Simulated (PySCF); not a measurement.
CH4.
Numbering: `[CH4:1]` (hydrogens: H2, H3, H4, H5 on C1)

Method: PBE0-D3(BJ)/def2-SVP geometry optimisation, gas phase in PySCF; density fitting, grid level 1; the optimiser is geomeTRIC in internal coordinates, started from a GFN2-xTB structure with every atom displaced at random (about 0.01 Å).

Step 0: E = -1100.0793 eV
```
atom  x, y, z in Å  |  force x, y, z in eV/Å
C1      0.0124   -0.0248   -0.0015   -1.498   1.238  -0.870
H2      0.8902   -0.5989   -0.0146    1.607  -1.001  -0.096
H3      0.1623    0.9493   -0.4937    0.206  -0.106   0.021
H4     -0.2893    0.1701    1.0114   -0.308   0.020   0.814
H5     -0.7914   -0.5303   -0.5528   -0.006  -0.151   0.130
```

Step 1: E = -1100.1402 eV
```
atom  x, y, z in Å  |  force x, y, z in eV/Å
C1     -0.0078   -0.0051   -0.0110    0.382  -0.234   0.141
H2      0.9212   -0.6103   -0.0282   -0.299   0.183   0.014
H3      0.1814    0.9554   -0.5006    0.001   0.111  -0.057
H4     -0.3106    0.1671    1.0320    0.003  -0.015  -0.055
H5     -0.7999   -0.5416   -0.5434   -0.087  -0.044  -0.044
```

Q: Estimate the geometry and energy of step 2. (The exact step hangs on the optimiser's Hessian estimate; all steps are aligned on step 1, rigid shifts and turns removed.)

A: E = -1100.1426 eV, largest force 0.085 eV/Å
```
atom  x, y, z in Å  |  force x, y, z in eV/Å
C1     -0.0047   -0.0063   -0.0104    0.078  -0.035  -0.001
H2      0.9159   -0.6078   -0.0265   -0.048   0.029  -0.001
H3      0.1825    0.9580   -0.5018   -0.015  -0.007   0.003
H4     -0.3089    0.1650    1.0307   -0.011   0.004  -0.003
H5     -0.8005   -0.5435   -0.5432   -0.005   0.010   0.002
```

The energy changes by -0.0024 eV. The first-order estimate −F·Δx gives -0.0042 eV and the mean of the old and new forces, exact on a quadratic surface, -0.0024 eV. The step makes an angle of 35° with the force vector and moves no atom by more than 0.006 Å.

What follows is the cost of the whole optimisation. Time: 2.0 s wall; peak memory 0.25 GiB. Hardware: an Arm Neoverse N1 with one thread, on a shared host.
